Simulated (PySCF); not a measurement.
Species: ClH.
SMILES: `Cl`

The calculation used PySCF 2.14.0, PBE/6-31+G* geometry optimisation, gas phase.

Take the most abundant isotopes and a rigid rotor. 

Problem. What are the moment of inertia and the rotational constant?

Solution. I = 1.649 u·Å², B = 505379 MHz·u·Å²/I = 306401 MHz (10.2204 cm⁻¹, or 14.705 K as hB/k). For two atoms I = μr² with μ = 0.9796 u and r = 1.2976 Å.

Problem. List the first levels of a rigid rotor in a Σ state.

Solution. E(J) = BJ(J+1): J = 1: 20.441, J = 2: 61.323, J = 3: 122.645, J = 4: 204.409, J = 5: 306.613, J = 6: 429.259 cm⁻¹.

Problem. Where do the first rotational lines fall?

Solution. The dipole is 1.52 D; J+1 ← J lies at 2B(J+1): 1 ← 0 at 612.80 GHz, 2 ← 1 at 1225.60 GHz, 3 ← 2 at 1838.41 GHz, 4 ← 3 at 2451.21 GHz, 5 ← 4 at 3064.01 GHz, 6 ← 5 at 3676.81 GHz.

Problem. Estimate the classical rotational partition function at 298.15 K.

Solution. Point group C∞v, symmetry number σ = 1; q = kT/(σhB), k/h = 20836.6 MHz/K: 20.3 at 298.15 K.

No frequency check. Constants of a rigid frame at the computed geometry: no zero-point averaging, no centrifugal distortion.
